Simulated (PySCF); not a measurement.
Isomers of C4H4OS.

All values: PBE0/pcSseg-1 (PySCF) at PBE0-D3(BJ)/def2-SVP geometries, gas phase, one conformer each.

(1) Rank by the highest Hirshfeld charge on any atom, lowest value first.
A. `[CH3:1][C:2](=[O:3])[CH:4]=[C:5]=[S:6]` with C1–C2–C4–C5 0°
B. `[OH:1][c:2]1[cH:3][cH:4][s:5][cH:6]1` with H–O1–C2–C3 180°
C. `[SH:1][c:2]1[cH:3][cH:4][cH:5][o:6]1` with H–S1–C2–C3 180°
D. 2(5H)-thiophenone, `O=C1C=CCS1`

(2) Rank by the lowest IAO charge on any atom, highest value first.
A. `O=C1C=CCS1` (2(5H)-thiophenone)
B. `[SH:1][c:2]1[cH:3][cH:4][cH:5][o:6]1` with H–S1–C2–C3 180°
C. `[OH:1][c:2]1[cH:3][cH:4][s:5][cH:6]1` with H–O1–C2–C3 180°

(3) Rank by dipole moment, lowest first.
A. 2(5H)-thiophenone, `O=C1C=CCS1`
B. `[CH3:1][C:2](=[O:3])[CH:4]=[C:5]=[S:6]` with C1–C2–C4–C5 0°
C. `[OH:1][c:2]1[cH:3][cH:4][cH:5][s:6]1` with H–O1–C2–C3 -161° (thiophen-2-ol)

Results:

(1) C (+0.067 e), D (+0.121 e), A (+0.160 e), B (+0.184 e).

(2) B (-0.244 e), A (-0.400 e), C (-0.470 e).

(3) C (0.98 D), B (2.62 D), A (4.64 D).

All values together:

| SMILES | μ (D) | HOMO (eV) | LUMO (eV) | lowest IAO charge (e) | highest IAO charge (e) | lowest Hirshfeld charge (e) | highest Hirshfeld charge (e) |
| --- | --- | --- | --- | --- | --- | --- | --- |
| Oc1cccs1 | 0.98 | -6.24 | -0.16 | -0.456 (O) | +0.372 (H) | -0.180 (O) | +0.184 (H) |
| Sc1ccco1 | 0.87 | -6.06 | 0.25 | -0.244 (O) | +0.173 (H) | -0.104 (C) | +0.067 (H) |
| CC(=O)C=C=S | 2.62 | -7.21 | -2.82 | -0.470 (C) | +0.389 (C) | -0.238 (O) | +0.160 (C) |
| Oc1ccsc1 | 0.98 | -6.38 | -0.33 | -0.470 (O) | +0.368 (H) | -0.185 (O) | +0.184 (H) |
| O=C1C=CCS1 | 4.64 | -7.43 | -1.68 | -0.400 (O) | +0.259 (C) | -0.244 (O) | +0.121 (C) |

Conformers: `[OH:1][c:2]1[cH:3][cH:4][cH:5][s:6]1` with H–O1–C2–C3 -161°; `[SH:1][c:2]1[cH:3][cH:4][cH:5][o:6]1` with H–S1–C2–C3 180°; `[CH3:1][C:2](=[O:3])[CH:4]=[C:5]=[S:6]` with C1–C2–C4–C5 0°; `[OH:1][c:2]1[cH:3][cH:4][s:5][cH:6]1` with H–O1–C2–C3 180°.
